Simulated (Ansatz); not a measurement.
Process, species as SMILES: ClCCl + 2 [H][H] (H2) → C (CH4) + 2 Cl (HCl)
B3LYP-D3(BJ)/def2-TZVP geometries, fixed; electronic energies without zero-point terms.

Basis-set convergence of the energy of full hydrogenation at CCSD(T) with Ansatz (a first-principles code). Cartesian d functions, on some or all atoms, in 6-31G*, 6-31+G*, 6-311G**, 6-311+G**; all else is spherical. Cores are frozen. No added dispersion term, no relativity. Functions are those of the species that has most. Reference: Hartree-Fock in cc-pV(Q+d)Z plus the correlation part extrapolated as X^-3 from cc-pV(T+d)Z and cc-pV(Q+d)Z, -44.96 kcal/mol, itself unsure by roughly 0.24 kcal/mol (a third of the extrapolation step and of the last Hartree-Fock step). Deviations are taken from unrounded values.

| basis | functions | energy of full hydrogenation (kcal/mol) |
|---|---|---|
| 6-31G* | 57 | -33.37 |
| 6-31+G* | 69 | -33.52 |
| def2-SVP | 60 | -50.48 |
| def2-SVPD | 90 | -51.84 |
| pcseg-1 | 60 | -49.86 |
| aug-pcseg-1 | 95 | -48.44 |
| cc-pV(D+d)Z | 70 | -48.37 |
| aug-cc-pV(D+d)Z | 105 | -48.32 |
| 6-311G** | 84 | -45.75 |
| 6-311+G** | 96 | -43.92 |
| def2-TZVP | 117 | -42.66 |
| def2-TZVPD | 147 | -42.60 |
| pcseg-2 | 126 | -45.56 |
| aug-pcseg-2 | 192 | -44.90 |
| cc-pV(T+d)Z | 136 | -46.47 |
| aug-cc-pV(T+d)Z | 202 | -45.37 |
| def2-TZVPP | 143 | -46.23 |
| def2-TZVPPD | 173 | -46.17 |
| def2-QZVPP | 257 | -45.37 |
| def2-QZVPPD | 287 | -45.37 |

What the diffuse functions change, pair by pair:
- 6-31G* to 6-31+G*: 12 more functions, deviation 11.59 to 11.44 kcal/mol
- def2-SVP to def2-SVPD: 30 more functions, deviation -5.52 to -6.88 kcal/mol
- pcseg-1 to aug-pcseg-1: 35 more functions, deviation -4.90 to -3.48 kcal/mol
- cc-pV(D+d)Z to aug-cc-pV(D+d)Z: 35 more functions, deviation -3.41 to -3.36 kcal/mol
- 6-311G** to 6-311+G**: 12 more functions, deviation -0.79 to 1.04 kcal/mol
- def2-TZVP to def2-TZVPD: 30 more functions, deviation 2.30 to 2.36 kcal/mol
- pcseg-2 to aug-pcseg-2: 66 more functions, deviation -0.60 to 0.06 kcal/mol
- cc-pV(T+d)Z to aug-cc-pV(T+d)Z: 66 more functions, deviation -1.51 to -0.41 kcal/mol
- def2-TZVPP to def2-TZVPPD: 30 more functions, deviation -1.27 to -1.21 kcal/mol
- def2-QZVPP to def2-QZVPPD: 30 more functions, deviation -0.41 to -0.41 kcal/mol

They bring the value nearer the reference by more than 0.24 kcal/mol in 3 of 10 pairs.
